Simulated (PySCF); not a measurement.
Scan of BH4, doublet

Starting geometry (PBE0/def2-TZVP stationary point for this spin, not checked as a minimum):

```xyz
5

B     0.0000    0.0000    0.0000
H     0.4147    0.8125    0.8107
H    -0.4243   -0.8077    0.8105
H    -0.4128    0.8086   -0.8154
H     0.4225   -0.8134   -0.8057
```

From there H5 moves along the line of the two atoms named below, all else staying in place; atoms are numbered as listed. Energies are in eV, counted from the starting geometry at the same level.

Basis 6-31G; PySCF 2.14.0. Correlated methods freeze the noble-gas cores. Prefix R: restricted or restricted open-shell reference; prefix U: unrestricted.

A value is left out where its run failed or describes another state than the reference as far as symmetry and spin tell, or, spin-broken singlets apart, can't be checked.

Full CI is exact within this basis and frozen core; it isn't the basis-set limit. The frozen core follows each run's orbitals, which can shift R against U totals by a few meV.

```json
{"distance B1-H5 (Å)": "0.997", "full CI": "0.844", "error RHF": "-0.081", "error UHF": "-0.080", "error UCCSD": "-0.005", "error RCCSD(T)": "-0.001", "error RCCSDT": "0.000", "error UCCSDT": "0.000"}
{"distance B1-H5 (Å)": "1.081", "full CI": "0.297", "error RHF": "-0.051", "error UHF": "-0.048", "error UCCSD": "-0.003", "error RCCSD(T)": "-0.001", "error RCCSDT": "0.000", "error UCCSDT": "0.000"}
{"distance B1-H5 (Å)": "1.220", "full CI": "0.000", "error RHF": "0.000", "error UHF": "0.000", "error UCCSD": "0.000", "error RCCSD(T)": "0.000", "error RCCSDT": "0.000", "error UCCSDT": "0.000"}
{"distance B1-H5 (Å)": "1.349", "full CI": "0.090", "error RHF": "0.051", "error UHF": "0.033", "error UCCSD": "0.004", "error RCCSD(T)": "0.001", "error RCCSDT": "0.000", "error UCCSDT": "0.000"}
{"distance B1-H5 (Å)": "1.470", "full CI": "–", "error RHF": "–", "error UHF": "–", "error UCCSD": "–", "error RCCSD(T)": "–", "error RCCSDT": "–", "error UCCSDT": "–"}
{"distance B1-H5 (Å)": "1.692", "full CI": "0.766", "error RHF": "-0.034", "error UHF": "-0.103", "error UCCSD": "0.015", "error RCCSD(T)": "0.011", "error RCCSDT": "0.000", "error UCCSDT": "0.000"}
{"distance B1-H5 (Å)": "1.927", "full CI": "1.080", "error RHF": "-0.309", "error UHF": "-0.286", "error UCCSD": "0.000", "error RCCSD(T)": "0.007", "error RCCSDT": "0.000", "error UCCSDT": "0.000"}
{"distance B1-H5 (Å)": "2.286", "full CI": "1.228", "error RHF": "-0.486", "error UHF": "-0.408", "error UCCSD": "-0.022", "error RCCSD(T)": "-0.004", "error RCCSDT": "-0.001", "error UCCSDT": "-0.001"}
{"distance B1-H5 (Å)": "2.669", "full CI": "1.242", "error RHF": "-0.528", "error UHF": "-0.439", "error UCCSD": "-0.027", "error RCCSD(T)": "-0.007", "error RCCSDT": "-0.001", "error UCCSDT": "-0.001"}
{"distance B1-H5 (Å)": "3.318", "full CI": "1.238", "error RHF": "-0.539", "error UHF": "-0.448", "error UCCSD": "-0.028", "error RCCSD(T)": "-0.007", "error RCCSDT": "-0.001", "error UCCSDT": "-0.001"}
{"distance B1-H5 (Å)": "4.208", "full CI": "1.240", "error RHF": "-0.541", "error UHF": "-0.450", "error UCCSD": "-0.028", "error RCCSD(T)": "-0.007", "error RCCSDT": "-0.001", "error UCCSDT": "-0.001"}
```

Errors are those of relative energies. In total energy the starting point itself misses full CI by: RHF 2.678, UHF 2.587, UCCSD 0.060, RCCSD(T) 0.015, RCCSDT 0.001, UCCSDT 0.002 eV.

Spread of the error over the points with a reference, to 4.208 Å (largest less smallest): RCCSDT 0.001, UCCSDT 0.001, RCCSD(T) 0.018, UCCSD 0.044, UHF 0.483, RHF 0.592 eV.

Going outwards, the relative energy of RHF first misses by more than 0.043 eV (1 kcal/mol) at 1.349 Å.
